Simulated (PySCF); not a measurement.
A PySCF script (with the pyscf-properties extension) for the NMR shieldings of `C#CCPC`, C4H7P, on a GFN2-xTB geometry:

```python
import basis_set_exchange as bse
import numpy as np
from pyscf import gto, dft
from pyscf.prop import nmr

atoms = """
C     1.844939    1.227863    0.655383
C     1.369944    0.149103    0.441154
C     0.750227   -1.115017    0.139628
P    -0.695358   -0.954486   -1.047062
C    -1.683072    0.304782   -0.117430
H     2.290405    2.154642    0.862323
H     0.375824   -1.586270    1.054755
H     1.477904   -1.790289   -0.320954
H    -0.057491   -0.026093   -1.884206
H    -2.442780    0.712554   -0.781419
H    -1.045064    1.105701    0.253415
H    -2.184278   -0.183173    0.718385
"""
names = dict.fromkeys(["C", "P", "H"], "pcSseg-1")
basis = {el: gto.basis.parse(bse.get_basis(n, elements=[el], fmt="nwchem")) for el, n in names.items()}
mol = gto.M(atom=atoms, basis=basis, charge=0, verbose=0)
mf = dft.RKS(mol, xc="PBE0")
mf.grids.level = 2
mf.grids.alignment = dft.numint.BLKSIZE   # the property module wants whole blocks of grid points
mf.conv_tol = 1e-9
mf.kernel()

calc = nmr.RKS(mf)   # GIAO
C = mf.mo_coeff
Co = C[:, mf.mo_occ > 0]
resp = mf.gen_response(singlet=True, hermi=2)
def vind(x):   # induced exchange potential for any number of trial vectors
    d = np.einsum("pi,xij,qj->xpq", C, 2 * x.reshape(-1, C.shape[1], Co.shape[1]), Co, optimize=True)
    return np.einsum("xpq,pi,qj->xij", resp(d - d.transpose(0, 2, 1)), C, Co, optimize=True).ravel()
mo1, _ = nmr.rhf.solve_mo1(calc, with_cphf=vind)
sigma = calc.kernel(mo1)
for i, s in enumerate(sigma):   # ppm
    print("%2d %-2s %9.2f" % (i, mol.atom_pure_symbol(i), np.trace(s) / 3))
```

Question: What are the results?

Answer: 
```
 0 C     110.54
 1 C      99.17
 2 C     172.23
 3 P     400.90
 4 C     181.10
 5 H      30.03
 6 H      29.71
 7 H      29.21
 8 H      28.32
 9 H      30.74
10 H      29.32
11 H      30.94
```

These numbers come from an equivalent density-fitted implementation of the same equations, which agrees with the script to about 0.01 ppm for H and up to a few tenths of a ppm for heavy atoms, so last digits may differ.

Size and cost of the density-fitted run: 127 basis functions, 10 s wall time on 1 thread of an Arm Neoverse V1, shared host; peak memory 0.58 GiB.
